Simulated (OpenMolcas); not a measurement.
[BCl2]+ (SMILES Cl[B+]Cl): the energy, rung by rung

[BCl2]+: 3 atoms, total charge +1, spin state singlet. SMILES: `Cl[B+]Cl`. Geometry: relaxed at GFN2-xTB.

```xyz
3

Cl   -1.2384    0.7665   -0.5913
B     0.0007    0.0014    0.0006
Cl    1.2376   -0.7678    0.5907
```

Quantity: the energy change with the B2–Cl3 bond stretched from 1.572 to 2.357 Å, in eV. The values are calculated.

| level | kind | program | value (eV) | less FCI/STO-3G | CPU time (all runs) |
| --- | --- | --- | --- | --- | --- |
| HF/STO-3G (restricted) | Hartree–Fock | OpenMolcas | 3.52 | +0.65 | 3 s |
| SVWN5/STO-3G (restricted) | LDA | OpenMolcas | 3.48 | +0.61 | 5.9 s |
| PBE/STO-3G (restricted) | GGA | OpenMolcas | 3.16 | +0.29 | 7 s |
| r2SCAN/STO-3G (restricted) | meta-GGA | OpenMolcas | 3.36 | +0.49 | 7.5 s |
| M06-2X/STO-3G (restricted) | hybrid meta-GGA | OpenMolcas | 3.43 | +0.56 | 7.8 s |
| B2PLYP/STO-3G (restricted) | double hybrid | OpenMolcas | 3.23 | +0.36 | 6.7 s |
| MRCI(2,2)/STO-3G | multireference | OpenMolcas | 2.85 | -0.02 | 4.8 s |
| CISD/STO-3G (restricted) | coupled cluster or CI | OpenMolcas | 2.96 | +0.09 | 3.3 s |
| FCI/STO-3G | exact in the basis | OpenMolcas | 2.87 | 0.00 | 58 s |

FCI/STO-3G is exact within its basis and frozen core, so for wave-function methods in that basis the difference is their error; functionals converge differently with the basis, so for them it is only a difference. Spin-restricted single references rise too steeply as a bond breaks, Hartree–Fock most of all. The first shape isn't each level's own minimum. The values span 2.85 to 3.52 eV. All rows use very small basis sets, so even the best lies far from the true value. Times are those of the runs behind each value, whatever else they computed, on shared processors of several kinds: orders of magnitude only.
